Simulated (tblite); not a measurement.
Species: dichlorosilane, Cl₂H₂Si.
SMILES: `Cl[SiH2]Cl`

Method: GFN2-xTB as coded in tblite; computed harmonic values from a numerical Hessian at the method's own geometry, unscaled. Against measured fundamentals such values can be off by several per cent, at times by over 20. Modes of hydrogen on silicon can be 10 to 20 % off.

Harmonic wavenumbers (cm⁻¹): 154.9, 483.9, 486.6, 527.2, 575.6, 693.2, 775.5, 2296.7, 2329.5.

A = 14426, B = 2638, C = 2290 MHz; mass 99.930 u (most abundant isotopes); point group C2v, symmetry number 2.

Q: Zero-point energy?

A: Half the sum of the wavenumbers: 4162 cm⁻¹ = 11.90 kcal/mol.

Q: What is S at 350 K and 1 bar for an ideal gas of classical rigid rotors and harmonic oscillators?

A: Translation 40.54, rotation 24.81, vibration 7.05: S = 72.4 cal/(mol K).

Q: And Cp and H(350 K) − H(0)?

A: Cp = 17.37 cal/(mol K), of which vibrations give 9.42 (their classical limit is 9 R = 17.9); H(350 K) − H(0) = 4.30 kcal/mol without the zero-point energy, 1.52 from vibrations.

Q: Which modes carry the vibrational entropy at 350 K?

A: 154.9 cm⁻¹: 2.92; 483.9 cm⁻¹: 0.92; 486.6 cm⁻¹: 0.91; 527.2 cm⁻¹: 0.80; 575.6 cm⁻¹: 0.68; 693.2 cm⁻¹: 0.47 cal/(mol K); the other 3 give 0.36 together.

Q: What must be added to the electronic energy to get the Gibbs energy at 350 K and 1 bar?

A: ZPE + [H(350 K) − H(0)] − T·S = 11.90 + 4.30 − 25.34 = -9.14 kcal/mol.

Q: How do the functions run with temperature in this model?

A: 
| T (K) | S (cal/(mol K)) | Cp (cal/(mol K)) | H − H(0) (kcal/mol) | G − H(0) (kcal/mol) | ln q(vib) |
| --- | --- | --- | --- | --- | --- |
| 100 | 56.2 | 9.6 | 0.85 | -4.77 | 0.12 |
| 200 | 63.9 | 13.1 | 1.98 | -10.79 | 0.51 |
| 300 | 69.8 | 16.3 | 3.46 | -17.49 | 1.06 |
| 500 | 79.0 | 19.5 | 7.08 | -32.42 | 2.31 |
| 800 | 88.7 | 21.9 | 13.33 | -57.67 | 4.08 |
| 1000 | 93.7 | 22.8 | 17.81 | -75.93 | 5.12 |

q(vib) and H(0) count from the zero-point level.

Hindered rotation and anharmonicity are outside this model.
